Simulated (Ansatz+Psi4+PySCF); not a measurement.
# triplet CH2: levels of theory in one basis

```xyz
3

C     0.3000    0.3000    0.3000
H    -0.7332    0.6041    0.2997
H     1.2355    0.8286    0.2270
```

Basis set: cc-pVTZ (spherical functions). Frozen core: 1 orbital. Correlation on ROHF uses semicanonical orbitals with singles. Charge 0, multiplicity 3.

Computed with Ansatz (development build ahead of 0.2.0); each method stands on the lowest determinant of its kind that the runs found.

| method | E − E(ROHF) (eV) | <S²> of the determinant |
| --- | --- | --- |
| ROHF | 0.00 | 2.00 |
| UHF | -0.15 | 2.02 |
| ROHF-MP2 | -3.35 | – |
| UHF-MP2 | -3.36 | 2.02 |
| ROHF-CCSD | -3.87 | – |
| UHF-CCSD | -3.87 | 2.02 |
| ROHF-CCSD(T) | -3.96 | – |
| UHF-CCSD(T) | -3.97 | 2.02 |

(1) Is a single determinant a sound starting point here?

Answers

(1) By this sign, yes. Unrestricted orbitals gain 0.15 eV and <S²> is 2.02 against 2.00 for a pure state.
